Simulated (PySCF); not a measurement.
Working out the ionisation energy of Cl

Cl [Ne] 3s2 3p5 (2P) → Cl⁺ [Ne] 3s2 3p4 (3P). Computed with PySCF 2.14 in cc-pVTZ-DK (5s4p2d1f, 34 functions), with scalar relativity by spin-free X2C-1e. Frozen: [Ne]. Energies in hartree (1 hartree = 27.21139 eV):

```
            part   Cl (lower)  Cl⁺ (upper)
             UHF  -460.894241  -460.462207
CCSD correlation    -0.180889    -0.147763
             (T)    -0.005518    -0.004186
```

Problem. What does Hartree-Fock give?

Solution. (-460.462207) − (-460.894241) = 0.432034 hartree = 11.756 eV.

Problem. What do CCSD and CCSD(T) give?

Solution. The CCSD correlation energies differ by 0.033126 hartree = 0.901 eV and the triples by 0.001332 hartree = 0.036 eV, so CCSD gives 12.657 eV and CCSD(T) 12.693 eV.

Measured between the centres of the two terms (NIST): 12.974 eV, so CCSD(T) (valence) is off by -0.281 eV.

What remains against the reference includes basis incompleteness, the frozen core and higher excitations.
